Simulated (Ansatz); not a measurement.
in.yaml

```yaml
crystal:
  periodic: [false, false, false]
  atoms:
    - {symbol: Hf, position_ang: [0.000000, 0.000000, 0.000000]}
    - {symbol: Si, position_ang: [0.000000, 0.000000, 2.547000]}
basis:
  gaussian: {orbitals: def2-SVP}
magnetization: {spin_polarized: true, initial_magnetization: 2}
correlation: {method: bccd_t, electrons: valence}
```

```sh
$ ansatz run in.yaml --threads 1 --pin off --events-out ev --progress --plain --max-ram 2393MiB
```

Log:

```
490 factors; integrals over basis functions are off by at most 1.0e-3 eV
mean field evaluation 1: about -9142.0297 eV, gradient 1.9e1 eV
mean field evaluation 2: about -9142.0346 eV, gradient 1.9e1 eV
mean field evaluation 4: about -9146.1294 eV, gradient 2.6e0 eV
mean field evaluation 8: about -9146.4407 eV, gradient 1.1e0 eV
mean field evaluation 16: about -9147.2716 eV, gradient 1.6e-3 eV
mean field evaluation 32: about -9126.9280 eV, gradient 6.0e2 eV
mean field evaluation 64: about -9145.6294 eV, gradient 7.5e-1 eV
mean field evaluation 96: about -9146.8795 eV, gradient 3.0e-6 eV
mean field evaluation 128: about -9146.8226 eV, gradient 4.2e-1 eV
mean field evaluation 160: about -9146.6855 eV, gradient 2.5e-1 eV
...
mean field -9147.27155791 eV, -336.1560295100 hartree, gradient 7.3e-6 eV, S^2 3.295438; 42 other end points of the search recorded, 0 dependent functions left out
determinant -9147.27155791 eV, -336.1560295100 hartree, with singles and doubles -9154.14604378 eV, -336.4086622059 hartree
determinant -9147.19850589 eV, -336.1533448978 hartree, with singles and doubles -9154.04656111 eV, -336.4050062851 hartree
determinant -9146.89577092 eV, -336.1422195926 hartree, with singles and doubles -9154.07456803 eV, -336.4060355205 hartree
determinant -9146.87945961 eV, -336.1416201631 hartree, with singles and doubles -9153.79798102 eV, -336.3958711355 hartree
determinant -9146.87082877 eV, -336.1413029856 hartree, with singles and doubles -9153.60197331 eV, -336.3886679848 hartree
determinant -9146.86646860 eV, -336.1411427521 hartree, with singles and doubles -9153.92515663 eV, -336.4005447529 hartree
determinant -9146.86418732 eV, -336.1410589166 hartree, with singles and doubles -9153.59789604 eV, -336.3885181479 hartree
determinant -9146.80905774 eV, -336.1390329420 hartree, with singles and doubles -9154.06989929 eV, -336.4058639474 hartree
determinant -9146.78199915 eV, -336.1380385574 hartree, with singles and doubles -9153.44868632 eV, -336.3830347920 hartree
determinant -9146.76435191 eV, -336.1373900330 hartree, with singles and doubles -9153.61381520 eV, -336.3891031665 hartree
determinant -9146.69659686 eV, -336.1349000811 hartree, with singles and doubles -9153.46761299 eV, -336.3837303343 hartree
determinant -9146.52270927 eV, -336.1285098300 hartree, with singles and doubles -9153.44383756 eV, -336.3828566032 hartree
determinant -9146.28457937 eV, -336.1197587176 hartree, with singles and doubles -9153.21906274 eV, -336.3745962812 hartree
determinant -9146.17745201 eV, -336.1158218597 hartree, with singles and doubles -9153.13142374 eV, -336.3713756071 hartree
determinant -9146.04797818 eV, -336.1110637843 hartree, with singles and doubles -9152.77230256 eV, -336.3581781471 hartree
determinant -9145.90318104 eV, -336.1057425873 hartree, with singles and doubles -9152.43072608 eV, -336.3456254430 hartree
determinant -9145.85653851 eV, -336.1040285059 hartree, with singles and doubles -9152.63617447 eV, -336.3531755322 hartree
determinant -9145.85457062 eV, -336.1039561873 hartree, with singles and doubles -9152.68142091 eV, -336.3548383080 hartree
determinant -9145.45712271 eV, -336.0893502461 hartree, with singles and doubles -9152.15095325 eV, -336.3353439813 hartree
determinant -9145.27185153 eV, -336.0825416557 hartree, with singles and doubles -9152.08141400 eV, -336.3327884608 hartree
determinant -9147.27155791 eV, -336.1560295100 hartree, with singles and doubles -9154.22550951 eV, -336.4115825175 hartree
determinant -9147.19850589 eV, -336.1533448978 hartree, with singles and doubles -9154.12736380 eV, -336.4079757293 hartree
determinant -9146.89577092 eV, -336.1422195926 hartree, with singles and doubles -9154.13654116 eV, -336.4083129909 hartree
determinant -9146.87945961 eV, -336.1416201631 hartree, with singles and doubles -9154.15191047 eV, -336.4088778029 hartree
determinant -9146.87082877 eV, -336.1413029856 hartree, with singles and doubles -9153.62850999 eV, -336.3896431901 hartree
determinant -9146.86646860 eV, -336.1411427521 hartree, with singles and doubles -9154.14709377 eV, -336.4087007923 hartree
determinant -9146.86418732 eV, -336.1410589166 hartree, with singles and doubles -9153.62524177 eV, -336.3895230851 hartree
determinant -9146.80905774 eV, -336.1390329420 hartree, with singles and doubles -9154.18512563 eV, -336.4100984374 hartree
determinant -9146.76435191 eV, -336.1373900330 hartree, with singles and doubles -9153.64209246 eV, -336.3901423366 hartree
5 core orbitals not correlated: weight in the atoms' cores, before any rotation towards them, 1.000 or more for the frozen orbitals, at most 0.000 for the correlated occupied ones
reference -9147.27155791 eV, -336.1560295100 hartree; 9, 7 occupied and 36, 38 virtual orbitals, 490 factors
second order -5.90477667 eV of doubles, -0.00000000 eV of singles
...
cycle  11  -6.90430426 eV  change    2.6e-5 eV  update   9.4e-4
cycle  12  -6.90421432 eV  change    9.0e-5 eV  update   5.9e-4
cycle  13  -6.90400992 eV  change    2.0e-4 eV  update   3.8e-4
cycle  14  -6.90395923 eV  change    5.1e-5 eV  update   2.4e-4
cycle  15  -6.90413297 eV  change   -1.7e-4 eV  update   1.4e-4
cycle  16  -6.90407238 eV  change    6.1e-5 eV  update   8.5e-5
cycle  17  -6.90405628 eV  change    1.6e-5 eV  update   5.4e-5
cycle  18  -6.90407704 eV  change   -2.1e-5 eV  update   3.2e-5
cycle  19  -6.90412727 eV  change   -5.0e-5 eV  update   1.8e-5
cycle  20  -6.90414088 eV  change   -1.4e-5 eV  update   9.7e-6
perturbative correction -0.55917182 eV, -0.0205491852 hartree
Total energy: -9154.73487061 eV, -336.4303011929 hartree
```

The singles that turn the determinant into the Brueckner one have T1 = 0.146.

Ran on 1 thread of Arm Neoverse V1, shared host: 61 s wall, 0.18 GiB peak host memory.
